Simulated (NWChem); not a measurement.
A series in which one site is exchanged, each optimised at PBE0/def2-SVP with NWChem, gas phase unless a solvent is named. For some, no frequency run checked for a minimum. def2 effective core potentials on Zr; no spin-orbit coupling.

A: [Cl][ZrH2][Cl] (ZrH2Cl2; site = Zr)
B: [TiH2]([Cl])[Cl] (TiH2Cl2; site = Ti)
C: [Cl][GeH2][Cl] (GeH₂Cl₂; site = Ge)
D: ClCCl (CH$_{2}$Cl$_{2}$; site = C)

Rank them by static polarisability, CAM-B3LYP/def2-SVPD (bohr³), lowest first.

D (42.4), C (58.2), B (68.1), A (72.8)
